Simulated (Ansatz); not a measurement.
```yaml
crystal:
  periodic: [false, false, false]
  atoms:
    - {symbol: Hf, position_ang: [-0.161234, -0.000013, -0.000274]}
    - {symbol: N, position_ang: [1.727839, 0.000136, 0.002931]}
    - {symbol: H, position_ang: [2.270607, 0.858564, 0.001263]}
    - {symbol: H, position_ang: [2.270733, -0.858207, 0.006441]}
basis:
  gaussian: {orbitals: def2-TZVP}
magnetization: {spin_polarized: true, initial_magnetization: 1}
hamiltonian: {xc: pbe0}
relax: {f_tol: 0.004, max_steps: 80}
```

```sh
$ ansatz run in.yaml --threads 1 --pin off --events-out ev --progress --plain --max-ram 2176MiB
```

Steps of the relaxation (energy above the last step; positions in Å, forces in eV/Å):

```
4
step 1, 126.4 meV
Hf   -0.161    0.000    0.000   -2.580    0.000   -0.004
N     1.728    0.000    0.003    2.128    0.000    0.004
H     2.271    0.859    0.001    0.226   -0.250    0.001
H     2.271   -0.858    0.006    0.226    0.250    0.000
```

```
4
step 2, 6.6 meV
Hf   -0.230    0.000    0.000   -0.249    0.000    0.000
N     1.741    0.000    0.003   -0.011    0.000    0.000
H     2.298    0.848    0.001    0.130   -0.158    0.001
H     2.298   -0.847    0.006    0.130    0.158    0.000
```

```
4
step 3, 1.1 meV
Hf   -0.245    0.000    0.000    0.035    0.000    0.000
N     1.739    0.000    0.003   -0.187    0.000    0.000
H     2.307    0.839    0.001    0.076   -0.048    0.000
H     2.307   -0.838    0.006    0.076    0.048    0.000
```

```
4
step 7, 0.0 meV
Hf   -0.248    0.000    0.000    0.000    0.000    0.000
N     1.733    0.000    0.003    0.000    0.000    0.000
H     2.312    0.832    0.001    0.000    0.000    0.000
H     2.312   -0.832    0.006    0.000    0.000    0.000
```

Close pairs at the end: N2–H3 1.014 Å, N2–H4 1.014 Å, Hf1–N2 1.981 Å, Hf1–H4 2.692 Å, Hf1–H3 2.692 Å.

A stationary point of unrestricted PBE0 after 7 steps, with ⟨S²⟩ = 0.786 against 0.75 for a pure state; no frequencies were run, so it isn't proven a minimum. 72 s on 1 thread of Intel Xeon 6975P-C, shared host.
